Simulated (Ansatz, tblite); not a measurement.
Removing an electron: BH2(NH2) (BNH4). The state is a singlet with charge 0. Geometry: PBE-D4/def2-TZVP. Ansatz, gas phase; energy differences of separate SCF runs; the oxidised species was run as a doublet alone.

| atom | x (Å) | y (Å) | z (Å) |
| --- | --- | --- | --- |
| B1 | 0.3373 | 0.5828 | -0.1456 |
| H2 | 1.5118 | 0.5259 | -0.3991 |
| H3 | -0.2686 | 1.6218 | -0.1376 |
| N4 | -0.3447 | -0.5954 | 0.1488 |
| H5 | -1.3342 | -0.6267 | 0.3719 |
| H6 | 0.0984 | -1.5084 | 0.1616 |

The xTB rows come from tblite. Correlated methods freeze 2 core orbitals.

| level | −HOMO (eV) | vertical IE (eV) | −LUMO (eV) | HOMO–LUMO gap (eV) |
| --- | --- | --- | --- | --- |
| GFN2-xTB | 10.90 | 14.63 | 4.93 | 5.96 |
| PBE-D4/def2-TZVP | 7.30 | 11.21 | 0.77 | 6.53 |
| r2SCAN-D4/def2-TZVP | 7.54 | 11.20 | 0.35 | 7.19 |
| MP2/def2-TZVPP | – | 11.38 | – | – |
| CCSD/def2-TZVPP | – | 11.14 | – | – |

Estimate the rows for GFN1-xTB, HF/def2-TZVPP, PBE0-D4/def2-TZVP, CCSD(T)/def2-TZVPP.


```
             level  −HOMO (eV)  vertical IE (eV)  −LUMO (eV)  HOMO–LUMO gap (eV)
          GFN1-xTB       11.85             15.79        5.71                6.14
     HF/def2-TZVPP           –              9.61           –                   –
 PBE0-D4/def2-TZVP        8.65             11.26       -0.21                8.86
CCSD(T)/def2-TZVPP           –             11.27           –                   –
```

 Raw xTB energy differences between charge states are shifted by several eV; the methods need an empirical correction for them.
